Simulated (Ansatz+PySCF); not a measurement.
**singlet C2H4: levels of theory in one basis**

```xyz
6

C     0.0000    0.0000   -0.6653
C     0.0000    0.0000    1.3306
H     0.0000   -0.9311   -1.2403
H     0.0000    0.9311   -1.2403
H     0.0000   -0.9311    1.9056
H     0.0000    0.9311    1.9056
```

Basis set: STO-3G (spherical functions). Frozen core: 2 orbitals. Charge 0, multiplicity 1.

Computed with Ansatz (development build ahead of 0.2.0); each method stands on the lowest determinant of its kind that the runs found. NEVPT2 correlates all electrons. Active spaces start from the frontier orbitals, and the lowest solution found is given.

```json
{"method": "RHF", "E − E(RHF) (eV)": "0.00", "<S²> of the determinant": "0.00"}
{"method": "UHF", "E − E(RHF) (eV)": "-4.40", "<S²> of the determinant": "1.30"}
{"method": "RHF-MP2", "E − E(RHF) (eV)": "-6.75", "<S²> of the determinant": "–"}
{"method": "UHF-MP2", "E − E(RHF) (eV)": "-6.29", "<S²> of the determinant": "1.30"}
{"method": "RHF-CCSD", "E − E(RHF) (eV)": "-7.93", "<S²> of the determinant": "–"}
{"method": "UHF-CCSD", "E − E(RHF) (eV)": "-7.74", "<S²> of the determinant": "1.30"}
{"method": "RHF-CCSD(T)", "E − E(RHF) (eV)": "-7.97", "<S²> of the determinant": "–"}
{"method": "UHF-CCSD(T)", "E − E(RHF) (eV)": "-7.78", "<S²> of the determinant": "1.30"}
{"method": "RHF-CCSDT(Q)", "E − E(RHF) (eV)": "-8.03", "<S²> of the determinant": "–"}
{"method": "UHF-CCSDT(Q)", "E − E(RHF) (eV)": "-7.94", "<S²> of the determinant": "1.30"}
{"method": "full CI (lowest root of this spin)", "E − E(RHF) (eV)": "-8.01", "<S²> of the determinant": "–"}
{"method": "SC-NEVPT2(4,4)", "E − E(RHF) (eV)": "-7.21", "<S²> of the determinant": "–"}
```

Task: What does CASSCF(4,4) give on the same scale?

Result: -5.51 eV.

At such a shape the full CI root can have another spatial symmetry than the determinants, so the rows needn't describe one state.

Task: Is a single determinant a sound starting point here?

Result: It is doubtful. Unrestricted orbitals lower Hartree–Fock by 4.40 eV and <S²> is 1.30 where a pure state has 0.00, a sign of strong static correlation. The CASSCF(4,4) natural occupations are 1.87, 1.45, 0.55, 0.13.

Caution for RHF, RHF-MP2, RHF-CCSD, RHF-CCSD(T), RHF-CCSDT(Q): an unrestricted determinant lies well below. Caution for UHF, UHF-MP2, UHF-CCSD, UHF-CCSD(T), UHF-CCSDT(Q): the unrestricted determinant is a mixture of spin states; the determinant breaks the point group. Caution for RHF-MP2, UHF-MP2, RHF-CCSD, UHF-CCSD, RHF-CCSD(T), UHF-CCSD(T), RHF-CCSDT(Q), UHF-CCSDT(Q): large amplitudes, a single reference is doubtful. Caution for UHF-MP2, UHF-CCSD(T), UHF-CCSDT(Q): another reference gives a lower total. Caution for RHF-CCSD, RHF-CCSD(T), RHF-CCSDT(Q), UHF-CCSDT(Q): the amplitudes may be one of several solutions. Caution for UHF-CCSD, UHF-CCSD(T): the program doubts this total.
